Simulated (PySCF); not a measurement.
Compound: PF2PH2, F₂H₂P₂.
Cartesian coordinates in Å at the PBE0-D3(BJ)/def2-SVP level; atoms count from 1:
```
atom  x, y, z in Å
F1    -1.4033   -0.9752   -1.0798
P2    -0.8648    0.4215   -0.4751
F3    -1.7645    0.4807    0.8639
P4     0.9580   -0.4279    0.5065
H5     1.3962    0.8808    0.8881
H6     1.6830   -0.3771   -0.7268
```

Computed with PySCF, PBE0-D3(BJ)/def2-SVP geometry optimisation, gas phase.

Masses are those of the commonest isotopes; rigid-rotor values at the optimised geometry. The values belong to one conformer with, in the numbering `[F:1][P:2]([F:3])[PH2:4]`, F1–P2–P4–H 175° and 83°.

Task: Give the principal moments of inertia and the rotational constants in MHz.

Result: Ia = 76.16, Ib = 151.01, Ic = 193.69 u·Å²; 505379 MHz·u·Å²/I gives A = 6636, B = 3347, C = 2609 MHz.

Task: What kind of rotor is it?

Result: An asymmetric top; Ray's κ = -0.634.

Task: Is it planar, by Δ = Ic − Ia − Ib?

Result: Not planar: Δ = Ic − Ia − Ib = -33.48 u·Å². For a rigid frame Δ = −2 Σ m c², so Σ m c² = 16.74 u·Å² lies off the ab plane: 1.18 from hydrogen and 15.56 from heavier atoms. The atom farthest from that plane is 0.79 Å away.

Task: Which types of transition are allowed, and where do some lines up to J = 2 fall?

Result: The dipole components are |μa| = 1.24 D, |μb| = 0.00 D, |μc| = 1.70 D; the mirror of this Cs structure is the ac plane, so μb vanishes by symmetry (the 0.02 D computed is a residue) and there are no b-type lines. Intensities carry the squares of the components, which stand as 0.54 : 1.00 (a : c). Some lines, for components of 0.1 D or more:

| type | branch | J(Ka,Kc) | MHz | lower level (cm⁻¹) |
| --- | --- | --- | --- | --- |
| a | Q | 1(1,0) ← 1(1,1) | 737 | 0.308 |
| a | Q | 2(1,1) ← 2(1,2) | 2212 | 0.681 |
| c | Q | 2(1,2) ← 2(0,2) | 2663 | 0.592 |
| c | Q | 1(1,1) ← 1(0,1) | 3289 | 0.199 |
| a | R | 1(0,1) ← 0(0,0) | 5956 | 0.000 |
| c | Q | 2(2,1) ← 2(1,1) | 9868 | 0.755 |
| c | R | 1(1,0) ← 0(0,0) | 9983 | 0.000 |
| a | R | 2(1,2) ← 1(1,1) | 11174 | 0.308 |
| a | R | 2(0,2) ← 1(0,1) | 11801 | 0.199 |
| a | R | 2(1,1) ← 1(1,0) | 12649 | 0.333 |
| c | R | 2(1,1) ← 1(0,1) | 16676 | 0.199 |
| c | R | 2(2,0) ← 1(1,0) | 22628 | 0.333 |
| c | R | 2(2,1) ← 1(1,1) | 23255 | 0.308 |

Task: Estimate the classical rotational partition function at 100 K, 298.15 K and 500 K.

Result: Point group Cs, symmetry number σ = 1; q = (√π/σ)·√((kT/h)³/(ABC)), k/h = 20836.6 MHz/K: 22100 at 100 K, 114000 at 298.15 K, 248000 at 500 K.

Whether it is a minimum is left open (no frequencies). These are rigid-rotor constants of the computed structure; measured ground-state constants (B0) also hold zero-point vibration.
